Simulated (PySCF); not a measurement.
**Electric field gradients and quadrupole coupling constants**

Species: C4H7S (charge -1).
Geometry (PBE0-D3(BJ)/def2-SVP, Å), atoms numbered from 1 in this order:
```xyz
12
C4H7S angstrom
C      1.5391   -0.7792   -0.3216
C      0.6437    0.4199   -0.2002
C     -0.7191    0.3639   -0.1058
C     -1.3630   -1.0134   -0.1381
S     -1.7821    1.7193    0.0490
H      1.2146   -1.4915   -1.1073
H      1.6153   -1.3883    0.6075
H      2.5718   -0.4835   -0.5766
H      1.1127    1.4091   -0.1653
H     -1.1465   -1.5461   -1.0846
H     -2.4512   -0.9104   -0.0354
H     -0.9880   -1.6639    0.6756
```

Field gradients from the PBE0/pcSseg-1 density (PySCF, non-relativistic), principal values in atomic units, ordered |Vxx| ≤ |Vyy| ≤ |Vzz|:

| atom | Vxx | Vyy | Vzz |
| --- | --- | --- | --- |
| S5 | -0.6649 | -1.7430 | 2.4079 |

Task: Find the asymmetry η = (Vxx − Vyy)/Vzz and the couplings χ = eQV/h (234.96 MHz × Q in barn × V in au), with Q(33S) = −0.0678 b.

Result: 
| atom | environment | nucleus | η | χzz (MHz) | χxx (MHz) | χyy (MHz) |
| --- | --- | --- | --- | --- | --- | --- |
| S5 | sulfur bonded to C | 33S | 0.45 | -38.36 | 10.59 | 27.77 |

The tensor is traceless: Vxx + Vyy + Vzz = 0.

Task: What is Vzz at S5 in SI units (1 au = 9.71736 × 10²¹ V/m²)?

Result: 2.4079 au = 23.398 × 10²¹ V/m².

Task: What couplings would deuterons (Q(2H) = 0.00286 b) have in place of the hydrogens, at this geometry?

Result: 
```
atom  bonded to  bond length (Å)  Vzz (au)     η  χzz (kHz)
  H6         C1            1.109    0.2845  0.01        191
  H7         C1            1.114    0.2789  0.01        187
  H8         C1            1.104    0.2949  0.01        198
  H9         C2            1.095    0.3140  0.11        211
 H10         C4            1.107    0.2890  0.01        194
 H11         C4            1.098    0.2971  0.01        200
 H12         C4            1.107    0.2889  0.01        194
```

Isolated species at its PBE0-D3(BJ)/def2-SVP geometry, gas phase. The pcSseg-1 basis has no diffuse functions, a weakness for an anion. The HOMO energy is positive at this level (+0.29 eV), so the outermost electrons may be held by the finite basis alone. A larger basis could move these couplings by a tenth or more.
